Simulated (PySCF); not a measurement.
Molecule: SMILES CCC[O-], [C3H7O]-.

Geometry (Å), atoms numbered from 1 in this order:
```xyz
11

C    -1.2985   -0.0131   -0.0359
C     0.0998   -0.6046   -0.1336
C     1.2469    0.4420    0.1590
O     2.4560   -0.0201    0.0835
H    -1.4120    0.8057   -0.7471
H    -1.4701    0.3864    0.9642
H    -2.0711   -0.7597   -0.2450
H     0.2646   -1.0105   -1.1358
H     0.2078   -1.4274    0.5789
H     1.0186    1.3176   -0.5661
H     0.9635    0.8864    1.1918
```

Total charge -1.

Frames of a GFN2-xTB Langevin trajectory at 600 K; GIAO PBE0/pcSseg-1 shieldings in PySCF, gas phase, non-relativistic; equivalent atoms averaged within each frame.

Shifts are taken against calculated references (same method and geometry level): TMS for ¹³C (σ = 186.93 ppm) and ¹H (σ = 31.72 ppm); ¹⁷O (σ = 336.08 ppm) against H2O. The references are static minima.

Task: How do the shifts (ppm) fluctuate along the trajectory?

Result: 
```tsv
time (fs)	C3	C2	C1	O4	H10/H11	H8/H9	H5/H6/H7
optimised geometry	96.4	44.5	9.3	144.7	6.68	0.90	0.84
250	94.9	53.8	6.7	141.6	5.63	1.35	0.79
425	102.8	42.4	9.6	191.5	7.12	1.28	0.92
625	106.0	47.8	13.2	187.4	7.49	2.83	0.81
800	104.6	44.3	12.0	168.2	6.67	0.75	1.24
1000	97.9	43.3	16.5	155.6	6.67	1.46	1.52
mean of frames	101.2	46.3	11.6	168.9	6.72	1.54	1.05
standard deviation	4.7	4.7	3.7	21.1	0.70	0.77	0.32
```

5 frames give an uncertainty of the mean of about the standard deviation over 2.2 at best, since frames this close in time may not be independent; classical motion lacks zero-point vibration, and the reference would need the same averaging.
